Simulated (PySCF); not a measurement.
## Boron: a sound run and one with changed settings

Sound run: B [He] 2s2 2p1, B⁺ [He] 2s2. All numbers are calculated (PySCF 2.14, no relativity, point nucleus, in aug-cc-pVDZ (4s3p2d, 23 functions)). The sound run starts from symmetry-adapted Hartree-Fock orbitals and uses a fine grid where one is needed.

A second run was set up differently.

```
species  method  sound run (hartree)  changed run (hartree)  converged
      B     UHF            -24.53057              -24.53057        yes
      B    MN15            -24.62435              -24.61027        yes
      B    PBE0            -24.61648              -24.63922        yes
     B⁺     UHF            -24.23501              -24.23501        yes
     B⁺    MN15            -24.32221              -24.32221        yes
     B⁺    PBE0            -24.29814              -24.29814        yes
```

Ionisation energy of B:

| method | sound run (eV) | changed run (eV) |
| --- | --- | --- |
| UHF | 8.043 | 8.043 |
| MN15 | 8.222 | 7.839 |
| PBE0 | 8.663 | 9.281 |

(1) What was changed?
A. minimal basis
B. angular grid far too coarse
C. a valence shell is frozen
D. level shift left on

Answers

(1) B. It used 6 angular points. A coarse angular grid integrates products of high-l functions wrongly, so density functionals can shift, and the SCF can exploit the error; Hartree-Fock and MP2 need no grid.
